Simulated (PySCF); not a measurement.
**OH−: bond curves at several levels of theory**

The task here is to estimate one member of a computed series from the others.

The runs use PySCF 2.14.0; H aug-cc-pVDZ, O aug-cc-pVDZ, no relativity.

2 further runs of the same task are left out: 2 set aside as unsound or not needed.

The first run:

The job is set up so:

```yaml
atoms: H, O
charge: -1
basis: H aug-cc-pVDZ, O aug-cc-pVDZ
Hamiltonian: no relativity
basis_functions: 32
electrons_treated: 10
masses_in_u: 1.0078, 15.9949
levels: PBE0, PBE, r²SCAN, MN15, revPBE, B97-3, CAM-B3LYP, MP2, SCS-MP2, CCSD, CCSD(T)
grid: 80 radial by 434 angular points
occupations: held fixed by the projection of orbital angular momentum
dissociation_limit: H + O−, each in its ground configuration
starting_distance_in_angstrom: 1.020
values_of_2S_to_try: 0, 2
```

Run with:

```bash
$ OMP_NUM_THREADS=1 python dia.py task.json out
```

Among the steps run: Input; First curve: PBE0; PBE (GGA); r²SCAN (meta-GGA); MN15; revPBE; B97-3 (global hybrid GGA); CAM-B3LYP; Adding correlation.

One of the session's tables, all rows but one given; the rest of the session is left out.

Energy (eV) from each level's lowest point:

```
R (Å)  RHF-MP2  RHF-SCS-MP2  RHF-CCSD  RHF-CCSD(T)    PBE
0.832    0.701        0.696       n/a          n/a  0.720
0.870    0.335        0.332     0.317        0.331  0.352
0.909    0.118        0.117     0.109        0.117  0.130
0.938    0.032        0.032     0.028        0.033  0.039
0.967    0.000        0.000     0.000        0.000  0.000
0.996    0.011        0.011     0.014        0.009  0.003
1.035        ?            ?         ?            ?      ?
1.083    0.233        0.230     0.234        0.216  0.194
1.141    0.487        0.478     0.474        0.448  0.418
1.218    0.899        0.878       n/a          n/a  0.781
```

Estimate the missing values for R (Å) = 1.035.

Worked estimate for «RHF-MP2». A straight line through the neighbours (0.996, 0.011) and (1.083, 0.233) gives 0.011 + (0.233 − 0.011) × (1.035 − 0.996) / (1.083 − 0.996) = 0.111; a parabola fitted to 4 rows on both sides gives 0.086.

As computed: RHF-MP2: 0.080; RHF-SCS-MP2: 0.079; RHF-CCSD: 0.084; RHF-CCSD(T): 0.074; PBE: 0.060. In «RHF-MP2» the line misses by +0.031 and the parabola by +0.006.
